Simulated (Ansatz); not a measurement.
# AlHO (singlet): the correlation ladder at distance Al1–H3 = 1.245 Å, 6-31G

One table from this session's results is given with a row withheld; the runs are named, their logs left out.

The runs use Ansatz 0.2.0, Gaussian basis; 6-31G, core rule «outside noble gas», up to 6 orbitals frozen.

To be run: UHF; CCSD(T) on RHF; BCCD(T) on RHF; CISD; CCSDT(Q) on RHF; CISDTQ; CCSDTQ on RHF; CASSCF and MRCISD+Q, 2 electrons in 2 orbitals; CASSCF and NEVPT2, 2 electrons in 2 orbitals; Full CI.

24 further runs of the same task are left out: 6 for a known fault of the program, 2 for a mislabelled method, 9 that didn't finish, 7 set aside as unsound or not needed.

## What is computed

The geometry derives from a PBE0/def2-TZVP stationary point (not a proven minimum). One bond is set to the value named and the two fragments are kept rigid.

3 atoms, charge 0, spin multiplicity 1.

Atoms are counted from 1 here; the program's logs count them from 0.

Bond lengths: Al1–O2 1.594 Å, Al1–H3 1.245 Å. Angles: O2–Al1–H3 180.0°.

Set-up of the first run:

in.yaml

```yaml
crystal:
  periodic: [false, false, false]
  atoms:
    - {symbol: Al, position_ang: [0.000000, 0.000000, 0.116249]}
    - {symbol: O, position_ang: [0.000000, 0.000000, -1.477499]}
    - {symbol: H, position_ang: [0.000000, 0.000000, 1.361249]}
basis:
  gaussian: {orbitals: 6-31G}
magnetization: {spin_polarized: true, initial_magnetization: 0}
hamiltonian: {xc: hf}
output: {orbitals: {seedname: orbitals}}
```

The run is started by

```
$ ansatz run in.yaml --threads 1 --pin off --events-out ev --progress --plain --max-ram 2393MiB
```

Steps of the session up to this table: UHF; CCSD(T) on RHF; BCCD(T) on RHF; CISD; CCSDT(Q) on RHF; CISDTQ; CCSDTQ on RHF; CASSCF and MRCISD+Q, 2 electrons in 2 orbitals; CASSCF and NEVPT2, 2 electrons in 2 orbitals; Full CI.

One table of the session follows, with a row left open; its other results are not shown here.

It belongs to the step «Misses and costs». 

```
       method  from FCI (kJ/mol)
          RHF             +522.6
         RMP2              +12.5
         CISD              +62.1
        RCCSD              +29.9
     RCCSD(T)               +4.1
      BCCD(T)               +2.8
       RCCSDT               +2.3
       CISDTQ               +4.6
    RCCSDT(Q)               -1.9
      RCCSDTQ                  ?
  CASSCF pair             +461.7
  NEVPT2 pair              +22.5
  MRCISD pair              +52.6
MRCISD+Q pair              +15.9
          FCI                  0
```

**Question.** Estimate the row for RCCSDTQ.

**Answer.** from FCI (kJ/mol): -0.7. In the column «from FCI (kJ/mol)» it lies between RCCSDT(Q) (-1.9) and FCI (0).

To keep in mind: RCCSDT(Q), RCCSDTQ fall below full CI, which methods that aren't variational can do.
